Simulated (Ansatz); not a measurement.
Two isomers of C5H12O: A = `CC(C)CCO`, B = `CCCOCC`.

Isolated molecules relaxed with PBE0-D4/def2-TZVP in Ansatz; ΔE leaves out vibrations. CCSD(T)/CBS adds triple-zeta CCSD(T) − MP2 to the extrapolated MP2 energy (def2 sets, frozen cores). DFT in def2-TZVPP. B3LYP here is the variant with VWN-RPA as its local correlation; programs differ in this. One conformer a species, not always the lowest.

A:

Z-matrix (Å, degrees):
```
C
C 1 1.521
H 1 1.095 2 110.8
H 1 1.094 2 111.5 3 119.8
H 1 1.093 2 111.3 3 -119.7
C 2 1.522 1 110.7 3 61.8
C 2 1.526 1 110.2 3 -62.8
H 2 1.096 1 108.3 3 179.9
H 6 1.095 2 110.8 1 -64.6
H 6 1.093 2 110.8 1 54.8
H 6 1.092 2 112.0 1 174.7
C 7 1.517 2 115.2 1 -174.1
H 7 1.098 2 109.4 1 63.6
H 7 1.099 2 108.9 1 -51.7
O 12 1.414 7 113.3 2 57.3
H 12 1.099 7 109.5 2 -178.5
H 12 1.092 7 110.7 2 -60.9
H 15 0.961 12 108.2 7 60.3
```

B:

```xyz
18

C    -1.2658    2.2922    1.1357
C    -0.7585    0.8721    0.9531
C    -0.6374    0.5086   -0.5166
O    -0.2663   -0.8261   -0.7542
C     1.0933   -1.0992   -0.5202
C     1.3800   -2.5130   -0.9585
H    -2.2488    2.4235    0.6745
H    -0.5879    3.0180    0.6775
H    -1.3592    2.5496    2.1925
H     0.2116    0.7627    1.4477
H    -1.4383    0.1594    1.4305
H     0.0716    1.1912   -1.0131
H    -1.6085    0.6398   -1.0038
H     1.3412   -0.9769    0.5436
H     1.7166   -0.3859   -1.0825
H     1.1584   -2.6384   -2.0201
H     2.4311   -2.7581   -0.7907
H     0.7668   -3.2195   -0.3955
```

**Question.** Which isomer does CCSD(T)/CBS put lower? Give the gap. (Estimate.)

**Answer.** Computed: A, by 8.8 kcal/mol.

**Question.** Give E(B) − E(A) in kcal/mol with B2PLYP, PBE-D4, B3LYP-D4, MP2/def2-TZVPP, CCSD(T)/def2-TZVPP, r2SCAN-D4, ωB97M-V. (An estimate is asked.)

**Answer.** Ansatz gave: B2PLYP 6.6, PBE-D4 7.3, B3LYP-D4 6.5, MP2/def2-TZVPP 9.8, CCSD(T)/def2-TZVPP 8.4, r2SCAN-D4 7.2, ωB97M-V 8.0. None reverses the order clearly.

Largest T1 diagnostic: 0.010.

The D4 term adds +1.4 kcal/mol with B3LYP and +0.8 kcal/mol with PBE0; it sums over pairs of atoms, weighted by their polarisabilities, and B3LYP, whose exchange is more repulsive, gets the larger term. In def2-TZVPP, CCSD(T) changes the Hartree–Fock value by +4.0 kcal/mol (the triples alone add +0.3 kcal/mol) and MP2 by +5.4 kcal/mol.
